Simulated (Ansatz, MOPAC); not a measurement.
How well does each level of theory give the equilibrium lattice constant a of zinc-blende BAs?

Reference value: 4.777 Å (measured, room temperature, not corrected to a static lattice; as tabulated in Lucero et al. (2012), arXiv:1111.4515).

```
level (code)                             value (Å)  difference (%)
---------------------------------------  ---------  --------------
PM3 semi-empirical Hartree-Fock (MOPAC)      4.439           -7.08
LDA (Ansatz)                                 4.732           -0.94
PBE (Ansatz)                                 4.809           +0.67
r²SCAN+rVV10 (Ansatz)                        4.775           -0.04
Hartree–Fock (Ansatz)                        4.827           +1.05
```

The reference is not for a static lattice or low temperature, so close values are not ranked against it. Off by more than 2.50 %, or 3.50 % on the side where a correction would as a rule narrow the miss (bounds picked here): PM3 semi-empirical Hartree-Fock (MOPAC) (-7.08 %).

The reference isn't brought to a static lattice, while the calculations are for one, so the differences are not the levels' errors alone. A static lattice is as a rule a little smaller than the measured one.  PM3 semi-empirical Hartree-Fock (MOPAC): the method was fitted mainly to molecules. PM3 semi-empirical Hartree-Fock (MOPAC): the run uses a supercell at the zone centre in place of a k mesh. Cutoffs and k meshes differ between the levels. Ansatz's density-functional and Hartree–Fock values are scalar-relativistic unless marked +SOC, with PAW data made under PBE.

Differences are worked out from the printed values.

Ansatz is an electronic-structure program.
